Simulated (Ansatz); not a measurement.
Input file:

```yaml
crystal:
  periodic: [false, false, false]
  atoms:
    - {symbol: Al, position_ang: [0.000000, 0.000000, 0.000000]}
    - {symbol: Cl, position_ang: [0.000000, 2.069041, 0.000000]}
    - {symbol: Cl, position_ang: [1.791842, -1.034520, 0.000000]}
    - {symbol: Cl, position_ang: [-1.791842, -1.034520, 0.000000]}
basis:
  gaussian: {orbitals: "cc-pV(T+d)Z.json"}
magnetization: {spin_polarized: false}
correlation: {method: bccd_t, electrons: outside_noble_gas}
```

```sh
$ ansatz run in.yaml --threads 2 --pin off --events-out ev --progress --plain --max-ram 24576MiB --backend cuda --devices 0, --max-vram 18GiB
```

Problem. Roughly how long does this take on 2 threads of AMD EPYC 7R13 with a shared H100 80 GB, shared host, and how much host memory?

Solution. 8.5 s wall and 0.78 GiB.

```
954 factors; integrals over basis functions are off by at most 1.5e-3 eV
mean field evaluation 1: about -44100.7969 eV, gradient 1.9e1 eV
mean field evaluation 2: about -44100.9437 eV, gradient 1.9e1 eV
mean field evaluation 4: about -44102.1135 eV, gradient 1.5e0 eV
mean field evaluation 8: about -44102.1381 eV, gradient 8.6e-2 eV
mean field evaluation 16: about -44101.6771 eV, gradient 9.5e0 eV
mean field -44102.13818772 eV, -1620.7236848957 hartree, gradient 2.9e-6 eV, S^2 0.000000; 0 other end points of the search recorded, 0 dependent functions left out
20 core orbitals not correlated: weight in the atoms' cores, before any rotation towards them, 1.000 or more for the frozen orbitals, at most 0.000 for the correlated occupied ones
reference -44102.13818772 eV, -1620.7236848957 hartree; 12, 12 occupied and 124, 124 virtual orbitals, 954 factors
second order -17.04462470 eV of doubles, -0.00000000 eV of singles
cycle   1  -17.98289493 eV  change   -9.4e-1 eV  update   7.2e-2
cycle   2  -18.30611987 eV  change   -3.2e-1 eV  update   2.0e-2
cycle   3  -18.36161723 eV  change   -5.5e-2 eV  update   9.7e-3
cycle   4  -18.35453377 eV  change    7.1e-3 eV  update   2.2e-3
cycle   5  -18.35240294 eV  change    2.1e-3 eV  update   7.6e-4
cycle   6  -18.35219783 eV  change    2.1e-4 eV  update   1.9e-4
cycle   7  -18.35215847 eV  change    3.9e-5 eV  update   4.8e-5
cycle   8  -18.35216934 eV  change   -1.1e-5 eV  update   1.5e-5
perturbative correction -0.79244159 eV, -0.0291216911 hartree
Total energy: -44121.28279865 eV, -1621.4272363707 hartree
```
